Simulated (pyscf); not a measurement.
Elimination: H₃C–CH(CH₃)–O–Si(OH)(OH)–OH → HO–Si(OH)(OH)–OH + H₂C=CH–CH₃

Gas phase, singlet surface, charge 0. Bonds broken: O2–C3, C4–H10. Bonds formed: O2–H10. PySCF, gas phase, ωB97X-D3(BJ)/def2-SVP geometries.

Transition state (Å):

```xyz
18

Si     0.6885    -1.3130     0.7854
O     -0.7271    -0.9272     0.0940
C     -1.1886     1.0029    -0.6031
C     -2.2921     1.0319     0.2745
C      0.0863     1.7225    -0.3366
O      1.1099    -0.3764     2.1031
O      1.8781    -1.0423    -0.3502
O      0.7020    -2.8708     1.3766
H     -1.3230     0.5849    -1.6052
H     -1.7443    -0.1039     0.5461
H     -3.2871     0.8299    -0.1341
H     -2.2357     1.6948     1.1448
H      0.2672     1.8149     0.7438
H      0.9409     1.2172    -0.8046
H     -0.0191     2.7353    -0.7661
H      0.8847    -0.7766     2.9491
H      2.7697    -1.0540     0.0128
H      0.1600    -3.4803     0.8651
```

One imaginary mode, 1648i cm⁻¹; descent along it reached the two sides named, in the forms told below.

| bond | change | reactant side (Å) | saddle | product side |
|---|---|---|---|---|
| O2–C3 | breaks | 1.425 | 2.103 | 3.4 |
| C4–H10 | breaks | 1.101 | 1.290 | 2.332 |
| O2–H10 | forms | 2.598 | 1.384 | 0.967 |

Electronic energies relative to the reactant's lowest minimum found (kJ/mol):

```tsv
level	barrier	reaction energy	reverse barrier
ωB97X-D3(BJ)/def2-TZVP	273.6	+84.4	189.2
PBE/def2-TZVP	225.3	+58.2	167.1
r²SCAN/def2-TZVP	243.8	+72.2	171.7
B3LYP-D3(BJ)/def2-TZVP	248.2	+66.2	182.0
PBE0-D3(BJ)/def2-TZVP	258.9	+82.0	176.9
M06-2X/def2-TZVP	277.5	+77.1	200.4
ωB97M-D3(BJ)/def2-TZVP	261.2	+70.6	190.7
HF/def2-TZVP	318.3	+42.2	276.0
```

With ωB97M-D3(BJ)/def2-TZVP energies and thermal terms (ideal gas, 1 atm, RRHO with modes under 100 cm⁻¹ raised to 100, one conformer, R ln 2 for chiral ones without a mode under 150 cm⁻¹), in kJ/mol:

```tsv
T (K)	ΔH‡	ΔG‡	ΔH	ΔG
298	241.2	239.7	+58.4	+4.7
600	242.2	237.7	+57.8	-49.6
900	242.5	235.3	+55.0	-102.8
1200	242.1	233.0	+51.1	-154.9
```

On the product side the descent ends in a complex, 22.5 kJ/mol under the separated species and 211.6 kJ/mol under the saddle at ωB97X-D3(BJ)/def2-TZVP. One saddle was located; it need not be the lowest between these sides.
